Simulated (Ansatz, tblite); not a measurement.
Cost and result up the ladder for C₂H₂ (the lowest singlet isomer of a short search) (4 atoms). The state is a singlet with charge 0. Geometry: PBE-D4/def2-TZVP.

Cartesian coordinates in Å:
```
C 0.284 0.473 -0.245
C -0.284 -0.473 0.245
H 0.788 1.313 -0.678
H -0.788 -1.313 0.678
```

Ansatz on 4 threads of Arm Neoverse V1 on a shared host; xTB runs through tblite on one thread. Times are rough, summed over both states, and most runs start from the orbitals of an earlier one. CCSD(T)/def2-TZVPP serves as the yardstick here, not as an exact answer. The other state is a quintet at its own geometry.

The xTB rows come from tblite. HSE06 is defined as in plane-wave codes, on full-range PBE exchange. Correlated methods freeze 2 core orbitals. The structure comes from a short search, and lower isomers may exist.

Correlated methods converge slowly with the basis.

xTB has no spin-polarisation term.

```json
{"level": "GFN2-xTB", "functions": "10", "wall time": "0.002 s", "quintet − singlet (eV)": "9.56", "difference from CCSD(T)/def2-TZVPP (eV)": "2.74"}
{"level": "GFN1-xTB", "functions": "12", "wall time": "0.004 s", "quintet − singlet (eV)": "9.55", "difference from CCSD(T)/def2-TZVPP (eV)": "2.73"}
{"level": "MP2/def2-TZVP", "functions": "74", "wall time": "0.4 s", "quintet − singlet (eV)": "7.09", "difference from CCSD(T)/def2-TZVPP (eV)": "0.27"}
{"level": "revPBE-D4/def2-TZVP", "functions": "74", "wall time": "0.65 s", "quintet − singlet (eV)": "6.66", "difference from CCSD(T)/def2-TZVPP (eV)": "-0.16"}
{"level": "PBE-D4/def2-TZVP", "functions": "74", "wall time": "0.7 s", "quintet − singlet (eV)": "6.85", "difference from CCSD(T)/def2-TZVPP (eV)": "0.03"}
{"level": "BHLYP-D4/def2-TZVP", "functions": "74", "wall time": "0.7 s", "quintet − singlet (eV)": "6.45", "difference from CCSD(T)/def2-TZVPP (eV)": "-0.37"}
{"level": "PBE0-D4/def2-TZVP", "functions": "74", "wall time": "0.85 s", "quintet − singlet (eV)": "6.50", "difference from CCSD(T)/def2-TZVPP (eV)": "-0.32"}
{"level": "HSE06-D4/def2-TZVP", "functions": "74", "wall time": "0.85 s", "quintet − singlet (eV)": "6.50", "difference from CCSD(T)/def2-TZVPP (eV)": "-0.32"}
{"level": "RPA@PBE/def2-TZVP", "functions": "74", "wall time": "0.85 s", "quintet − singlet (eV)": "6.79", "difference from CCSD(T)/def2-TZVPP (eV)": "-0.03"}
{"level": "B2PLYP/def2-TZVP (with forces)", "functions": "74", "wall time": "1.2 s", "quintet − singlet (eV)": "6.98", "difference from CCSD(T)/def2-TZVPP (eV)": "0.16"}
{"level": "r2SCAN-D4/def2-TZVP", "functions": "74", "wall time": "1.6 s", "quintet − singlet (eV)": "6.28", "difference from CCSD(T)/def2-TZVPP (eV)": "-0.54"}
{"level": "B97M-V/def2-TZVP", "functions": "74", "wall time": "2.2 s", "quintet − singlet (eV)": "6.80", "difference from CCSD(T)/def2-TZVPP (eV)": "-0.02"}
{"level": "CCSD(T)/def2-TZVPP", "functions": "90", "wall time": "2.5 s", "quintet − singlet (eV)": "6.82", "difference from CCSD(T)/def2-TZVPP (eV)": "0.00"}
```
